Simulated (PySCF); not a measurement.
Species: chloromethylene, CHCl (singlet state).
SMILES with atom numbers: `[CH:1][Cl:2]` (hydrogens: H3 on C1)

Geometry (PBE0-D3(BJ)/def2-TZVP, Å), atoms numbered from 1 in this order:
```xyz
3
CHCl angstrom
C     -0.5290    0.1937   -0.2030
Cl     0.6861   -0.9204   -0.5392
H     -0.1496    0.6882    0.7173
```

All values: wB97X-D/pcSseg-2 (PySCF, non-relativistic), on one gas-phase PBE0-D3(BJ)/def2-TZVP geometry that isn't relaxed in the solvent. The solvent is an IEF-PCM continuum (van der Waals radii × 1.2). The model holds no explicit solvent molecules, cavitation or dispersion.

Gas phase at wB97X-D/pcSseg-2: HOMO -8.98 eV, LUMO -1.34 eV, dipole 1.72 D.

What does the continuum do to the energy, the frontier levels and the dipole at wB97X-D/pcSseg-2 in chloroform?

```
   solvent      ε  E(solvent) − E(gas) (kcal/mol)  polarisation term (kcal/mol)  distortion of the solute (kcal/mol)  HOMO (eV)  LUMO (eV)  dipole (D)
chloroform  4.711                           -2.32                         -2.60                                 0.28      -8.98      -1.25        2.02
```

The first energy column is the sum of the next two and covers electrostatics alone.

Which radius a makes the point-dipole formula ΔE = −[(ε − 1)/(2ε + 1)]·μ²/a³ give the value in chloroform, with the gas-phase dipole?

μ = 0.676 au and |ΔE| = 0.00369 Eh give a = 1.87 Å; the farthest nucleus lies 1.25 Å from the centroid of the nuclei. The formula assumes a rigid point dipole at the centre of a sphere.

Give the dipole vector in the frame of the coordinates (D, pointing from negative to positive charge), gas and chloroform.

Gas (1.31, 0.01, 1.11), solvent (1.54, 0.02, 1.31). Its length changes by +18 % and its direction by less than 1°.

wB97X-D is run here without its empirical dispersion term; that term would change no orbital, density or response property at a fixed geometry.
